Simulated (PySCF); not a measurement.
Choosing a basis for TDDFT

Compound: 2-butanone, C₄H₈O.
Cartesian coordinates in Å at the PBE0-D3(BJ)/def2-SVP level; atoms count from 1:
```xyz
13
C4H8O angstrom
C     -1.821   -0.125    0.840
C     -0.446   -0.555    0.374
C      0.490    0.606    0.101
C      1.896    0.252   -0.322
O      0.129    1.753    0.213
H     -2.464   -0.995    1.036
H     -1.755    0.472    1.762
H     -2.311    0.507    0.085
H     -0.503   -1.155   -0.552
H      0.044   -1.219    1.108
H      2.390   -0.351    0.456
H      1.880   -0.359   -1.238
H      2.471    1.169   -0.500
```

TDDFT with PBE0 (PySCF), vertical singlets, core orbitals frozen in the response, spherical d and f functions. Geometry: PBE0-D3(BJ)/def2-SVP, one conformer, isolated molecule.

Task: How do the low singlets change with the basis? Take 6-31G*, 6-31+G*, def2-SVP, def2-SVPD, aug-cc-pVDZ, def2-TZVP and def2-TZVPD.

Result: 

| basis | functions | diffuse | S1 (eV) | S2 (eV) | S3 (eV) | S4 (eV) | S5 (eV) | LUMO (eV) | α (au) |
| --- | --- | --- | --- | --- | --- | --- | --- | --- | --- |
| 6-31G* | 86 | no | 4.52 | 8.24 | 8.40 | 8.49 | 8.60 | 0.03 | 44.1 |
| 6-31+G* | 106 | yes | 4.52 | 6.42 | 7.12 | 7.47 | 7.50 | -0.35 | 49.5 |
| def2-SVP | 110 | no | 4.53 | 7.46 | 8.34 | 8.36 | 8.56 | -0.15 | 45.5 |
| def2-SVPD | 167 | yes | 4.50 | 6.64 | 7.54 | 7.99 | 8.19 | -0.43 | 53.2 |
| aug-cc-pVDZ | 187 | yes | 4.49 | 6.00 | 6.71 | 6.90 | 6.98 | -0.41 | 54.3 |
| def2-TZVP | 203 | no | 4.52 | 6.89 | 7.94 | 8.25 | 8.30 | -0.30 | 51.6 |
| def2-TZVPD | 260 | yes | 4.50 | 6.26 | 7.09 | 7.38 | 7.68 | -0.39 | 54.2 |

States are compared by their number. Against the largest diffuse basis here (def2-TZVPD, itself not a converged limit), sets without diffuse functions differ by up to 0.03 eV in S1 and 0.92 eV in S5; the smaller diffuse sets differ by up to 0.02 and 0.69 eV. State by state, the largest deviation of a set without diffuse functions is S1 0.03, S2 1.98, S3 1.31, S4 1.11, S5 0.92 eV. The same number needn't mean the same state in each row. Against def2-TZVPD the polarisability deviates by -19% in 6-31G*, -9% in 6-31+G*, -16% in def2-SVP, -2% in def2-SVPD, 0% in aug-cc-pVDZ, -5% in def2-TZVP. A single + in a Pople set puts diffuse functions on heavy atoms only.
